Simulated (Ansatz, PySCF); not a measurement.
Molecule: C$_{2}$H$_{2}$O, charge 0, multiplicity 1. 
Coordinates optimised at B3LYP-D3(BJ)/def2-TZVP (Ansatz, a first-principles code):
SMILES: C=C=O
```xyz
5

C      0.0091     0.0017    -1.2056
C     -0.0008    -0.0001     0.1027
H      0.0282     0.9401    -1.7377
H     -0.0018    -0.9351    -1.7406
O     -0.0096    -0.0018     1.2620
```
Charge 0, spin multiplicity 1.


Property: enthalpy of formation at 298 K (from the atomisation energy, B3LYP-D3(BJ)/def2-TZVP harmonic zero-point and thermal terms from PySCF, and the atoms' enthalpies of formation in the G2/97 table; no spin-orbit terms, and no core term in the frozen-core levels), in kcal/mol. Correlated levels leave the core frozen unless marked. UHF or UKS for open shells. No spin-orbit coupling. Non-relativistic. The coupled-cluster limit lacks core correlation, which all-electron functionals hold. CBS(X,Y): correlation extrapolated as X^-3; Hartree-Fock from the larger set.

Measured: -11.6 kcal/mol (Active Thermochemical Tables 1.112 (ions: stationary electron), as tabulated in the package chemicals); it holds spin-orbit and relativistic effects, which these rows lack, and core correlation, which the frozen-core levels lack.

Question: Rank these levels by their absolute error against the measured value, smallest first: MP2/cc-pVQZ (Ansatz); BLYP/def2-TZVPD (Ansatz); CCSD/aug-cc-pVTZ (Ansatz); PBE0/def2-TZVPD (Ansatz); CCSD(T)/CBS(cc-pVTZ,cc-pVQZ) (Ansatz).

Answer: CCSD(T)/CBS(cc-pVTZ,cc-pVQZ) (-9.6 kcal/mol, error 2.0), PBE0/def2-TZVPD (-16.2 kcal/mol, error -4.6), BLYP/def2-TZVPD (-18.2 kcal/mol, error -6.6), MP2/cc-pVQZ (-22.6 kcal/mol, error -11.0), CCSD/aug-cc-pVTZ (14.8 kcal/mol, error 26.4)
